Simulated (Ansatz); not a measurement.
# PHO+ (doublet): the correlation ladder, def2-TZVPP

The task here is to estimate one member of a computed series from the others.

Computed with Ansatz 0.2.0, Gaussian basis. Level: def2-TZVPP, core rule «outside noble gas», up to 6 orbitals frozen.

To be run: UHF; ROHF; CCSD(T) on UHF.

2 further runs of the same task are left out: 2 set aside as unsound or not needed.

### The geometry

The geometry is a PBE0/def2-TZVP stationary point (not a proven minimum) of the parent state, kept for this charge and spin.

3 atoms, charge 1, spin multiplicity 2.

Atoms are counted from 1 here; the program's logs count them from 0.

Bond lengths: O1–P2 1.634 Å, O1–H3 0.963 Å. Angles: P2–O1–H3 114.8°.

The first run:

Contents of in.yaml:

```yaml
crystal:
  periodic: [false, false, false]
  atoms:
    - {symbol: O, position_ang: [0.000000, -0.101812, 1.041721]}
    - {symbol: P, position_ang: [0.000000, 0.028618, -0.587387]}
    - {symbol: H, position_ang: [0.000000, 0.736686, 1.514642]}
basis:
  gaussian: {orbitals: def2-TZVPP}
total_charge: 1
magnetization: {spin_polarized: true, initial_magnetization: 1}
hamiltonian: {xc: hf}
output: {orbitals: {seedname: orbitals}}
```

Launch:

```sh
$ ansatz run in.yaml --threads 1 --pin off --events-out ev --progress --plain --max-ram 2816MiB --backend cpu
```

Steps of the session up to this table: UHF; ROHF; CCSD(T) on UHF.

One table of the session follows, with a row left open; its other results are not shown here.

```
  method  from UCCSD(T) (meV)
    ROHF             +10263.9
     UHF                    ?
    UMP2               +882.0
   UCCSD               +436.3
UCCSD(T)                    0
```

Estimate the missing values for UHF.

**Answer.** from UCCSD(T) (meV): +10095.7. In the column «from UCCSD(T) (meV)» it lies between UMP2 (+882.0) and ROHF (+10263.9).
